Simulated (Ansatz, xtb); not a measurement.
CH2FSi: where a starting geometry ends

The starting geometry of this gas-phase doublet has its atoms placed at random.

| atom | x (Å) | y (Å) | z (Å) |
| --- | --- | --- | --- |
| C | 1.6238 | -0.9140 | -0.1408 |
| F | 0.6316 | -0.8151 | 0.6185 |
| Si | 0.5497 | 1.3882 | -1.0292 |
| H | 0.5838 | 0.2524 | -0.2688 |
| H | -0.9538 | 1.6585 | -0.7169 |

Problem. One run relaxed it with r2SCAN-D4/def2-SVP. What is a likely outcome?

Solution. It ends as a structure given below by its coordinates. Contacts that open: Si3–H4 (1.37 → 2.63 Å). Contacts that close: C1–Si3 (2.69 → 1.84 Å), C1–H4 (1.57 → 1.10 Å).

The energy falls by 6.26 eV over 23 steps:

```
step  E − E(last) (eV)
   1             6.259
   3             3.842
   6             3.223
   8             2.676
  11             1.207
  13             0.840
  16             0.098
  18             0.019
  21             0.000
  23             0.000
```

Final geometry (Å):

```yaml
atoms:
  - { symbol: C, position_ang: [0.9620, 0.1323, 0.0013] }
  - { symbol: F, position_ang: [0.3278, -0.9716, 0.3980] }
  - { symbol: Si, position_ang: [0.3168, 1.2552, -1.2999] }
  - { symbol: H, position_ang: [1.9911, 0.1426, 0.4007] }
  - { symbol: H, position_ang: [-1.1626, 1.0118, -1.0373] }
```

From the same start GFN2-xTB reaches the same bonding as this run.

From so rough a start the end depends on the optimiser's path, so another program may land elsewhere. The end wasn't checked by frequencies. Open shells are spin-unrestricted. Run with Ansatz 0.2.0, 100 s on 1 thread of Arm Neoverse V2 (shared host).
